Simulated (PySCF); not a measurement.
# One shape, several levels: CHClF2 (difluorochloromethane)

We compute a comparison of 6 runs (HF/3-21G, HF/def2-SVP, B3LYP/6-31G*, M06-2X/def2-SVP, MP2/def2-SVP) of CHClF2 (difluorochloromethane). 

The results are computed with PySCF 2.14.0.

1 further run of the same task is left out (set aside as unsound or not needed).

### 1 The system as given

CHClF2: 5 atoms, total charge 0, spin state singlet. SMILES: `FC(F)Cl`. The shape is that of a PBE0-D4/def2-TZVP optimisation.

Bond lengths: F1–C2 1.334 Å, C2–F3 1.334 Å, C2–Cl4 1.763 Å, C2–H5 1.090 Å. Angles: F1–C2–F3 108.3°, F1–C2–Cl4 109.7°, F3–C2–Cl4 109.7°, F1–C2–H5 110.0°, F3–C2–H5 110.0°, Cl4–C2–H5 109.0°.

### 2 Energy and gradient at HF/3-21G (run 1)

File mol.xyz:

```xyz
5

F      0.038900    -0.568100     1.222300
C      0.109400     0.023600     0.028300
F      0.844200    -0.745900    -0.776900
Cl    -1.511000     0.208900    -0.640800
H      0.568600     1.007800     0.125800
```

File input.py:

```python
from pyscf import gto, scf

mol = gto.M(
    atom='mol.xyz',
    max_memory=1860,
    spin=0,
    verbose=4,
    basis='3-21g',
)

hf = scf.RHF(mol)
hf.conv_tol = 1e-10
hf.kernel()
if not hf.converged:
    hf = hf.newton().run(hf.mo_coeff, hf.mo_occ)

e_final = hf.e_tot
print('E = %.10f Eh' % e_final)
grad = hf.nuc_grad_method().kernel()
dip = hf.dip_moment()
pop, q = hf.mulliken_pop()
```

Run with:

```console
$ OMP_NUM_THREADS=1 python input.py
```

Log:

```text
PySCF version 2.14.0

[... 59 lines left out ...]
converged SCF energy = -693.31061421681
[... 12 lines left out ...]
Dipole moment(X, Y, Z, Debye):  0.84034,  1.80019,  0.17783
[... 48 lines left out ...]
charge of    4H =      0.26555
```

Run time: 2.7 s. Hardware: 1 thread of Intel Xeon at 2.50GHz (Skylake/Cascade Lake), shared host; peak memory 0.12 GiB.

### 3 Energy and gradient at HF/def2-SVP (run 2)

File job.py:

```python
from pyscf import gto, scf

mol = gto.M(
    atom=[
    ('F', (0.038900, -0.568100, 1.222300)),
    ('C', (0.109400, 0.023600, 0.028300)),
    ('F', (0.844200, -0.745900, -0.776900)),
    ('Cl', (-1.511000, 0.208900, -0.640800)),
    ('H', (0.568600, 1.007800, 0.125800)),
],
    charge=0,
    basis='def2-svp',
    spin=0,
    verbose=4,
    max_memory=1860,
)

calc0 = scf.RHF(mol)
calc0.conv_tol = 1e-10
calc0.kernel()
if not calc0.converged:
    calc0 = calc0.newton().run(calc0.mo_coeff, calc0.mo_occ)

e_tot = calc0.e_tot
print('E(%s) = %.9f' % ('HF', e_tot))
grad = calc0.nuc_grad_method().kernel()
calc0.analyze()
```

Run with:

```console
$ OMP_NUM_THREADS=1 python job.py
```

Log:

```text
PySCF version 2.14.0

[... 80 lines left out ...]
DFT Exchange-Correlation Energy =      -53.247133632782152
[... 14 lines left out ...]
MO #13  energy= -0.824179301389448 occ= 2
[... 12 lines left out ...]
MO #26  energy= 0.569986922651997  occ= 0
[... 12 lines left out ...]
MO #39  energy= 1.35860337744414   occ= 0
[... 12 lines left out ...]
MO #52  energy= 2.24342318787738   occ= 0
[... 12 lines left out ...]
MO #65  energy= 4.23612511743627   occ= 0
[... 73 lines left out ...]
Dipole moment(X, Y, Z, Debye):  0.51278,  1.66138,  0.05815
```

Run time: 6.3 s. Hardware: 1 thread of Intel Xeon at 2.50GHz (Skylake/Cascade Lake), shared host; peak memory 0.14 GiB.

Run 3 isn't shown in full; the table further down has it.

### 4 Energy and gradient at M06-2X/def2-SVP (run 4)

File input.py:

```python
# FC(F)Cl
import pyscf.grad
from pyscf import gto, dft

mol = gto.M(
    atom='''
F      0.038900    -0.568100     1.222300
C      0.109400     0.023600     0.028300
F      0.844200    -0.745900    -0.776900
Cl    -1.511000     0.208900    -0.640800
H      0.568600     1.007800     0.125800
''',
    basis='def2-svp',
    spin=0,
    max_memory=1860,
    charge=0,
    verbose=3,
)

mf = dft.RKS(mol)
mf.xc = 'm06-2x'
mf.conv_tol = 1e-10
mf.grids.level = 5
mf.kernel()
if not mf.converged:
    mf = mf.newton().run(mf.mo_coeff, mf.mo_occ)

e_final = mf.e_tot
print('Final energy', e_final)
grad = mf.Gradients().kernel()
dip = mf.dip_moment()
pop, q = mf.mulliken_pop()
```

Run with:

```console
$ OMP_NUM_THREADS=1 python input.py
```

Log:

```text
converged SCF energy = -698.159343666376
Final energy -698.1593436663755
[... 8 lines left out ...]
Dipole moment(X, Y, Z, Debye):  0.53986,  1.41720,  0.09079
[... 71 lines left out ...]
charge of    4H =      0.07415
```

It took 30 s on 1 thread of Intel Xeon at 2.50GHz (Skylake/Cascade Lake), shared host; peak memory 0.68 GiB.

Run 5 isn't shown in full; the table further down has it.

### 5 Energy and forces at MP2/def2-SVP (run 6)

File job.py:

```python
from pyscf import gto, mp

mol = gto.Mole()
mol.atom = '''
F        0.038900      -0.568100       1.222300
C        0.109400       0.023600       0.028300
F        0.844200      -0.745900      -0.776900
Cl      -1.511000       0.208900      -0.640800
H        0.568600       1.007800       0.125800
'''
mol.verbose = 4
mol.max_memory = 1860
mol.charge = 0
mol.spin = 0
mol.basis = 'def2-svp'
mol.build()

calc0 = mol.RHF()
calc0.conv_tol = 1e-10
calc0.kernel()
if not calc0.converged:
    calc0 = calc0.newton().run(calc0.mo_coeff, calc0.mo_occ)

pt = mp.MP2(calc0, frozen=8).run()
e_final = pt.e_tot
print('Final energy', e_final)
grad = pt.nuc_grad_method().kernel()
calc0.analyze()
```

Run with:

```console
$ OMP_NUM_THREADS=1 python job.py
```

Log:

```text
PySCF version 2.14.0

[... 85 lines left out ...]
DFT Exchange-Correlation Energy =      -53.247133632782152
[... 14 lines left out ...]
MO #13  energy= -0.824179301389448 occ= 2
[... 12 lines left out ...]
MO #26  energy= 0.569986922651997  occ= 0
[... 12 lines left out ...]
MO #39  energy= 1.35860337744414   occ= 0
[... 12 lines left out ...]
MO #52  energy= 2.24342318787738   occ= 0
[... 12 lines left out ...]
MO #65  energy= 4.23612511743627   occ= 0
[... 73 lines left out ...]
Dipole moment(X, Y, Z, Debye):  0.51278,  1.66138,  0.05815
```

Wall time 9.3 s (1 thread of Intel Xeon at 2.50GHz (Skylake/Cascade Lake), shared host); peak memory 0.3 GiB.

### 6 All runs side by side

| run | level | integration grid | Cartesian functions | energy (Eh) | dipole moment (D) of the reference | HOMO energy (eV) | LUMO energy (eV) | wall time |
| --- | --- | --- | --- | --- | --- | --- | --- | --- |
| 1 | HF/3-21G | – | no | -693.310614 | 1.99 | -13.32 | 4.92 | 2.7 s |
| 2 | HF/def2-SVP | – | no | -696.480535 | 1.74 | -13.08 | 4.88 | 6.3 s |
| 3 | B3LYP/6-31G* (spherical functions) | 5 | no | -698.565329 | 1.40 | -9.12 | 0.46 | 26 s |
| 4 | M06-2X/def2-SVP | 5 | no | -698.159344 | 1.52 | -10.84 | 2.23 | 30 s |
| 5 | B3LYP/6-31G* (Cartesian functions) | 5 | yes | -698.571468 | 1.40 | -9.12 | 0.45 | 26 s |
| 6 | MP2/def2-SVP | – | no | -697.116407 | 1.74 | -13.08 | 4.88 | 9.3 s |

### 7 Summary of results

| quantity | value |
| --- | --- |
| run 6: total energy | -697.11641 Eh |
| run 6: dipole moment (Hartree–Fock density) | 1.74 D |
| run 6: HOMO energy (Hartree–Fock orbitals) | -13.08 eV |
| run 6: LUMO energy (Hartree–Fock orbitals) | 4.88 eV |
| run 6: HOMO–LUMO gap (Hartree–Fock orbitals) | 17.96 eV |
| run 6: correlation energy (8 core orbitals frozen) | -635.9 mEh |
| run 6: largest force on an atom | 0.348 eV/Å |

In words: Over runs 1, 2, 3, 4, 5 the dipole moment (its size) runs from 1.40 D (B3LYP/6-31G*) to 1.99 D (HF/3-21G). The two ends differ in method and basis. Over runs 1, 2, 3, 4, 5 the HOMO–LUMO gap runs from 9.57 eV (B3LYP/6-31G*) to 18.23 eV (HF/3-21G). Totals of different functionals can't be ranked against each other. All runs together took 1.7 min, the longest 30 s.
